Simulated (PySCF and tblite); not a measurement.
Values are calculated unless marked as measured or tabulated.
System: ClH₄Si (charge -1), numbered as in [SiH4-:1][Cl:2].

Motion: Berry pseudorotation at Si1 with H on Si1 as pivot. GFN2-xTB gives an electronic barrier of 2.9 kcal/mol.

The ion is treated without a counter-ion.

(1) What does PBE0/pcSseg-2 + D3(BJ) give on PBE0-D3(BJ)/def2-TZVP geometries?

(2) And the level of the geometries itself, PBE0-D3(BJ)/def2-TZVP?

Programs: tblite and PySCF.

Results:

(1) A barrier of 5.8 kcal/mol, 2.9 above the tight-binding barrier (from unrounded values) and, with GFN2-xTB thermal terms, ΔG‡(298 K) = 4.9 kcal/mol and k = 5×10⁹ s⁻¹ (3 equivalent paths).

(2) 7.0 kcal/mol.
